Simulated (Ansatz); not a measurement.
```yaml
crystal:
  periodic: [false, false, false]
  atoms:
    - {symbol: C, position_ang: [-2.650142, -0.162599, -0.002153]}
    - {symbol: S, position_ang: [-1.165503, 0.423692, 0.003274]}
    - {symbol: Ge, position_ang: [0.952670, -0.160143, -0.001089]}
basis:
  gaussian: {orbitals: def2-TZVP}
magnetization: {spin_polarized: true, initial_magnetization: 2}
hamiltonian: {xc: pbe0}
relax: {f_tol: 0.004, max_steps: 80}
```

```sh
$ ansatz run in.yaml --threads 1 --pin off --events-out ev --progress --plain --max-ram 2176MiB
```

Steps of the relaxation (energy above the last step; positions in Å, forces in eV/Å):

```
3
step 1, 136.2 meV
C    -2.650   -0.163   -0.002   -0.057    0.307    0.003
S    -1.166    0.424    0.003   -0.601   -0.357   -0.003
Ge    0.953   -0.160   -0.001    0.658    0.050    0.001
```

```
3
step 2, 62.5 meV
C    -2.716   -0.102   -0.002    0.625    0.335    0.003
S    -1.169    0.324    0.002   -0.747   -0.426   -0.004
Ge    1.022   -0.121   -0.001    0.121    0.091    0.001
```

```
3
step 3, 18.3 meV
C    -2.735    0.018   -0.001   -1.090   -0.033   -0.001
S    -1.187    0.125    0.001    0.948    0.014    0.000
Ge    1.059   -0.042    0.000    0.141    0.019    0.000
```

```
3
step 6, 0.0 meV
C    -2.756    0.070    0.000    0.001    0.000    0.000
S    -1.179    0.038    0.000   -0.001    0.000    0.000
Ge    1.072   -0.007    0.000    0.000    0.000    0.000
```

Close pairs at the end: C1–S2 1.578 Å, S2–Ge3 2.252 Å.

A stationary point of unrestricted PBE0 after 6 steps, with ⟨S²⟩ = 2.050 against 2.00 for a pure state; no frequencies were run, so it isn't proven a minimum. 48 s on 1 thread of Arm Neoverse V1, shared host.
